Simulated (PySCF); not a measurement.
# What an electron can do to BP

CCSD(T) in PySCF with def2-TZVPPD on every atom, for the lowest determinant that a PBE0 search found; no spin–orbit coupling.

```json
{"species": "BP", "state (unpaired electrons)": "triplet (σ ↑, π ↑)", "Re (Å)": "1.755", "ωe (cm⁻¹)": "939", "energy of the minimum from the neutral (eV)": "0.00", "De (eV)": "3.13", "dissociates to": "B + P"}
{"species": "BP⁺", "state (unpaired electrons)": "quartet (σ ↑, π ↑↑)", "Re (Å)": "1.872", "ωe (cm⁻¹)": "704", "energy of the minimum from the neutral (eV)": "9.25", "De (eV)": "2.09", "dissociates to": "B⁺ + P"}
```

**Question.** Work out the lowest energy to break BP into atoms, from its vibrational ground state.

**Answer.** D0 = De − ωe/2 = 3.13 − 0.06 = 3.07 eV (CCSD(T)/def2-TZVPPD).

**Question.** Work out the ionisation energy of the B atom at this level and the threshold of dissociative ionisation.

**Answer.** IE(B) = 9.25 + 2.09 − 3.13 = 8.21 eV, so B⁺ + P + e⁻ appears at D0 + IE(B) = 11.28 eV (CCSD(T)/def2-TZVPPD). The measured IE(B) is 8.298 eV (NIST ASD).

These are thermodynamic thresholds; the onsets seen under electron impact lie higher where the geometry changes, and cross-sections peak well above them.

Correlated steps freeze 6 core orbitals. UHF and ROHF references stand side by side, which adds small steps between rows. For an ion De counts to the pair picked by the measured ionisation energies or electron affinities, which need not be the lowest pair at this level. States were picked by a PBE0 search and need not be the measured ground states.
